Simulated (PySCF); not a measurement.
# From computed data to an observable: chemical shift, span and skew from a shielding tensor

silicon monoxide (OSi), SMILES O=[Si] (connectivity only; charge and spin as stated), neutral, multiplicity 1. Atoms are numbered in the order given.

```xyz
2

Si     0.0000     0.0000    -0.5503
O      0.0000     0.0000     0.9630
```
Charge 0, spin multiplicity 1.

Coordinates come from a B3LYP-D3(BJ)/def2-TZVPD optimisation.

GIAO shieldings from HF/pcSseg-2 run with PySCF, non-relativistic, no solvent. The symmetric part of the tensor of Si1 has the principal values -49.8, -49.8, 876.0 ppm. The same nucleus in TMS has σ = 383.2 ppm at this level (PySCF, at its B3LYP-D3(BJ)/def2-TZVP geometry).

Task: Work out the isotropic shielding, the ²⁹Si shift against TMS, the span and the skew.

Result: 
σ(iso) = (σ11 + σ22 + σ33)/3 = 258.8 ppm. δ = σ(ref) − σ(iso) = 383.2 − (258.8) = 124.4 ppm.
Span Ω = σ33 − σ11 = 925.8 ppm. Skew κ = 3(σ(iso) − σ22)/Ω = 1.00, an axial tensor. Tumbling in solution averages the tensor to δ; in a static solid the shielding alone would spread this spin-1/2 line over Ω.
